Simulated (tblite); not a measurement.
C4H8FN (charge +1 and doublet state).
Bonds: C1–C2 (double), C2–F3, C2–C4, C4–N5, N5–C6. Hydrogens: H7, H8 on C1; H9, H10 on C4; H11 on N5; H12, H13, H14 on C6.
Bond orders are those of one Lewis drawing.

Computed with GFN2-xTB (tblite), gas phase: L-BFGS steps from a force-field or distance-geometry start until the largest atomic force falls under 0.01 eV/Å.

Step 19: E = -538.1044 eV
```
atom  x, y, z in Å  |  force x, y, z in eV/Å
C1      2.5638   -0.2657    0.1223   -0.025  -0.014  -0.019
C2      1.4348    0.4209    0.0101   -0.028   0.017   0.068
F3      1.3423    1.4467   -0.8437   -0.138  -0.046  -0.011
C4      0.1616    0.1862    0.7797    0.058   0.032   0.003
N5     -0.9997    0.1534   -0.0184    0.096   0.018   0.006
C6     -2.2281   -0.3490    0.4471    0.064   0.051  -0.012
H7      3.4005   -0.0225   -0.5119    0.043  -0.057   0.027
H8      2.6527   -1.0942    0.7997    0.080   0.025   0.029
H9      0.1039    1.0480    1.4905   -0.007  -0.120  -0.090
H10     0.2311   -0.7125    1.4100    0.015   0.080  -0.085
H11    -0.9649    0.6124   -0.9251   -0.008   0.036   0.114
H12    -2.0879   -1.2971    0.9778   -0.022   0.014  -0.028
H13    -2.6847    0.3363    1.1783   -0.077   0.007   0.009
H14    -2.9261   -0.4635   -0.3785   -0.050  -0.041  -0.011
```

Step 20: E = -538.1082 eV
```
atom  x, y, z in Å  |  force x, y, z in eV/Å
C1      2.5660   -0.2612    0.1275   -0.004  -0.057  -0.034
C2      1.4299    0.4112    0.0104    0.033   0.061   0.022
F3      1.3327    1.4212   -0.8616   -0.164   0.000  -0.011
C4      0.1607    0.1845    0.7846    0.067   0.002  -0.029
N5     -0.9997    0.1605   -0.0137    0.066   0.044  -0.011
C6     -2.2277   -0.3479    0.4438    0.036   0.046  -0.001
H7      3.3960   -0.0143   -0.5133    0.058  -0.056   0.014
H8      2.6666   -1.0874    0.8040    0.082   0.010   0.079
H9      0.1174    1.0434    1.4996   -0.039  -0.122  -0.092
H10     0.2284   -0.7190    1.4064    0.005   0.067  -0.050
H11    -0.9678    0.6328   -0.9148    0.007   0.016   0.146
H12    -2.0902   -1.2930    0.9790    0.000  -0.013  -0.038
H13    -2.6924    0.3339    1.1719   -0.095   0.043   0.020
H14    -2.9204   -0.4651   -0.3859   -0.053  -0.043  -0.013
```

Step 21: E = -538.1125 eV
```
atom  x, y, z in Å  |  force x, y, z in eV/Å
C1      2.5692   -0.2571    0.1332    0.026  -0.080  -0.051
C2      1.4255    0.4003    0.0112    0.094   0.087  -0.047
F3      1.3179    1.3903   -0.8826   -0.161   0.042  -0.011
C4      0.1608    0.1826    0.7895    0.053  -0.037  -0.069
N5     -1.0001    0.1726   -0.0068    0.002   0.022   0.024
C6     -2.2277   -0.3452    0.4398   -0.008   0.037   0.011
H7      3.3919   -0.0058   -0.5150    0.067  -0.055  -0.002
H8      2.6871   -1.0791    0.8107    0.067   0.012   0.123
H9      0.1341    1.0357    1.5092   -0.071  -0.085  -0.062
H10     0.2237   -0.7256    1.4005    0.003   0.014   0.011
H11    -0.9708    0.6557   -0.9009    0.025   0.038   0.106
H12    -2.0918   -1.2874    0.9792    0.026  -0.037  -0.048
H13    -2.7056    0.3306    1.1648   -0.096   0.073   0.013
H14    -2.9150   -0.4681   -0.3949   -0.025  -0.032   0.001
```

Question: Estimate the geometry and energy of step 22. (The exact step hangs on the optimiser's Hessian estimate; all steps are aligned on step 21, rigid shifts and turns removed.)

Answer: E = -538.1167 eV, largest force 0.176 eV/Å
```
atom  x, y, z in Å  |  force x, y, z in eV/Å
C1      2.5735   -0.2543    0.1380    0.050  -0.080  -0.058
C2      1.4232    0.3904    0.0115    0.112   0.079  -0.110
F3      1.2993    1.3593   -0.9038   -0.119   0.068  -0.008
C4      0.1619    0.1802    0.7930    0.032  -0.080  -0.073
N5     -1.0013    0.1870    0.0023   -0.054   0.006   0.018
C6     -2.2285   -0.3415    0.4360   -0.062   0.013   0.040
H7      3.3893    0.0014   -0.5168    0.075  -0.058  -0.021
H8      2.7108   -1.0702    0.8198    0.034   0.043   0.137
H9      0.1508    1.0261    1.5177   -0.091  -0.032  -0.018
H10     0.2182   -0.7321    1.3941    0.009  -0.049   0.068
H11    -0.9732    0.6791   -0.8857    0.036   0.063   0.065
H12    -2.0921   -1.2817    0.9782    0.043  -0.048  -0.053
H13    -2.7222    0.3276    1.1577   -0.081   0.086  -0.009
H14    -2.9103   -0.4718   -0.4041    0.018  -0.011   0.022
```

The energy changes by -0.0042 eV. The first-order estimate −F·Δx gives -0.0057 eV and the mean of the old and new forces, exact on a quadratic surface, -0.0042 eV. The step makes an angle of 78° with the force vector and moves no atom by more than 0.042 Å.

What follows is the cost of the whole relaxation. Hardware: one thread, Intel Xeon at 2.70 GHz (x86_64), shared host with 64 logical CPUs at a one-minute load of 51. Cost: 0.98 s of wall time.
